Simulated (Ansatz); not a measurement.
Lattice parameter a (Å) of solids drawn from the class of oxides, at two levels: PBE (PAW; Ansatz, a first-principles code), and PBE-D4 (Ansatz, PAW).

```csv
solid,PBE,PBE-D4
cuprite Ag₂O,4.812,?
rock-salt CdO,4.768,4.727
cubic perovskite BaHfO₃,4.206,4.187
cubic perovskite KTaO₃,4.025,4.011
cubic perovskite BaZrO₃,4.227,4.207
rock-salt MgO,4.254,4.226
rock-salt SrO,5.195,5.161
rock-salt CaO,4.831,?
rock-salt BaO,5.574,5.534
```

**Question.** Estimate the withheld PBE-D4 values from the other rows.

**Answer.** One way: carry over the typical ratio. The ratios PBE-D4 / PBE of the other rows, in order: 0.9914, 0.9928, 0.9934, 0.9935, 0.9953, 0.9955, 0.9965; median 0.9935. Cuprite Ag₂O: 4.812 × 0.9935 = 4.781 Å; the run gives 4.748 Å. Rock-salt CaO: 4.831 × 0.9935 = 4.800 Å; the run gives 4.800 Å. The ratios spread from 0.9914 to 0.9965, so such an estimate is rough. Cuprite Ag₂O lies outside that spread.

Of 9 rows, PBE-D4 is the larger in 0 and the smaller in 9.

Ansatz's runs of these crystals have no spin polarisation.

Spin–orbit coupling is left out, also for the solids with elements from indium on (cubic perovskite BaHfO3, cubic perovskite KTaO3, cubic perovskite BaZrO3, rock-salt BaO); its size isn't shown.

Caveats: the gap of the solid is closed in this run (PBE: cuprite Ag2O, rock-salt CdO; PBE-D4: rock-salt CdO). Ansatz's density-functional and Hartree–Fock values are scalar-relativistic unless marked +SOC, with PAW data made under PBE.
